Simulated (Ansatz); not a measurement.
1T (CdI2-type) CdI₂, treated with LDA in Ansatz (plane waves, PAW).

Numerical settings: plane-wave cutoff 520 eV, 12×12×6 k mesh (along the axes of the cell as run), perturbation theory, force constants from a 6×6×2 q mesh, scalar-relativistic PAW data made under PBE.

Computed at the level's own relaxed cell. Harmonic vibrational thermodynamics at fixed volume:

```
T (K)  S_vib (J/K per mol of atoms)  C_V (J/K per mol of atoms)  F_vib (eV/atom)
-----  ----------------------------  --------------------------  ---------------
0                              0.00                        0.00           0.0152
100                           25.24                       21.96           0.0030
200                           41.36                       24.13          -0.0323
400                           58.34                       24.73          -0.1376
500                           63.87                       24.81          -0.2010
600                           68.40                       24.85          -0.2697
700                           72.23                       24.87          -0.3426
```

The crystal is taken as a harmonic solid at every temperature: melting, phase changes and thermal expansion are not seen.

Ansatz is a program for electronic structure.
